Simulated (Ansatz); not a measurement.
A made-up structure of Si₂H₄Cl (charge +1), singlet:

Si1  (-0.975, 0.517, -0.326)
Si2  (1.084, -0.435, 0.348)
Cl3  (1.301, -2.381, 0.579)
H4  (-1.879, -0.633, -0.515)
H5  (1.526, -3.685, 0.448)
H6  (-1.286, 1.402, 0.820)
H7  (2.341, 0.286, 0.649)
(Å)

It is relaxed with PBE-D4/def2-SVP and then PBE0-D4/def2-TZVP (Ansatz 0.2.0). Atoms count as bonded within 1.22 times the sum of their covalent radii (H–H: 0.88 Å). The end point is not checked to be a true minimum.

(1) Does its bonding change? (A judgement: the text doesn't fix the answer.)

## Answers

(1) The calculation gives: No: no bond forms or breaks.

Where it ends: The first stage lowers the energy by 2.20 eV in 12 steps. It ends as Si₂H₄Cl ([SiH2][SiH][ClH]), total charge +1:
```
atom    x (Å)    y (Å)    z (Å)
 Si1  -0.7771   0.1911  -0.0795
 Si2   0.9791  -0.3897   1.1938
 Cl3   1.0344  -2.7042   0.8497
  H4  -1.9559  -0.7057  -0.1467
  H5   1.6724  -2.8344  -0.2703
  H6  -1.1366   1.6287  -0.1024
  H7   2.2959  -0.1153   0.5592
```

Labels in which every atom is bracketed show which atoms are joined, not bond orders.

For scale, one of the runs: PBE0-D4/def2-TZVP relaxation, 135 basis functions, launched by `ansatz run in.yaml --threads 2 --pin off --events-out ev --progress --plain --max-ram 4352MiB`. The run took about 19 s on 2 CPU threads of an Arm Neoverse V2 (shared host).
